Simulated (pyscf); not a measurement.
Four-centre exchange: F–Nb(F)(F)(F)–F + H₂S → HF + F–Nb(F)(F)(F)–SH

Gas phase, singlet surface, charge 0. Bonds broken: F1–Nb2, S7–H8. Bonds formed: F1–H8, Nb2–S7. PySCF, gas phase, ωB97X-D3(BJ)/def2-SVP geometries.

Transition state (Å):

```xyz
9

F      0.3482    -0.4494     0.8908
Nb    -1.4634     0.1969    -0.0290
F     -1.4558    -1.4484    -0.8830
F     -2.8781     0.8074    -1.0178
F     -2.2044    -0.3481     1.5582
F     -0.9921     1.9137     0.5092
S      0.5592     0.4976    -1.5957
H      0.8386    -0.1455    -0.1136
H      0.8383     1.7626    -1.2230
```

One imaginary mode, 762i cm⁻¹; descent along it reached the two sides named, in the forms told below.

```tsv
bond	change	reactant side (Å)	saddle	product side
F1–Nb2	breaks	1.872	2.132	2.343
S7–H8	breaks	1.348	1.640	2.175
F1–H8	forms	2.6	1.158	0.957
Nb2–S7	forms	2.8	2.576	2.455
```

Electronic energies relative to the separated reactants (kcal/mol):

| level | barrier | reaction energy | reverse barrier |
|---|---|---|---|
| ωB97X-D3(BJ)/def2-TZVP | 6.9 | +11.0 | -4.1 |
| PBE/def2-TZVP | 8.7 | +14.4 | -5.7 |
| r²SCAN/def2-TZVP | 7.8 | +14.9 | -7.2 |
| B3LYP-D3(BJ)/def2-TZVP | 10.5 | +13.7 | -3.2 |
| PBE0-D3(BJ)/def2-TZVP | 8.2 | +12.3 | -4.1 |
| M06-2X/def2-TZVP | 7.8 | +10.3 | -2.5 |
| ωB97M-D3(BJ)/def2-TZVP | 12.0 | +15.3 | -3.3 |
| HF/def2-TZVP | 27.8 | +17.7 | 10.1 |

With ωB97M-D3(BJ)/def2-TZVP energies and thermal terms (ideal gas, 1 atm, RRHO with modes under 100 cm⁻¹ raised to 100, one conformer, R ln 2 for chiral ones without a mode under 150 cm⁻¹), in kcal/mol:

```csv
T (K),ΔH‡,ΔG‡,ΔH,ΔG
298,11.3,22.3,+16.5,+16.6
600,11.7,33.4,+17.2,+16.3
900,12.4,44.1,+17.6,+15.8
1200,13.2,54.5,+17.9,+15.2
```

On the reactant side the descent ends in an adduct with a Nb–S contact, 16.6 kcal/mol under the separated species and 23.5 kcal/mol under the saddle at ωB97X-D3(BJ)/def2-TZVP. On the product side the descent ends in an adduct with a F–Nb contact, 8.1 kcal/mol under the separated species and 4.0 kcal/mol under the saddle at ωB97X-D3(BJ)/def2-TZVP. At ωB97X-D3(BJ)/def2-TZVP, PBE, r²SCAN, B3LYP-D3(BJ), PBE0-D3(BJ), M06-2X, ωB97M-D3(BJ) the saddle lies under the separated products, which points to a path from their complex (located at ωB97X-D3(BJ) alone), and parting the products costs more than the saddle. What is counted as formed (Nb–S) is already present as a longer contact in the reactant adduct; forming that adduct is a step of its own. What is counted as broken (F–Nb) persists as a longer contact in the product adduct; parting that adduct is a step of its own. This is the saddle that the search found; another between the same sides may lie lower. Elements past Kr carry the def2 core potentials, without spin-orbit coupling.
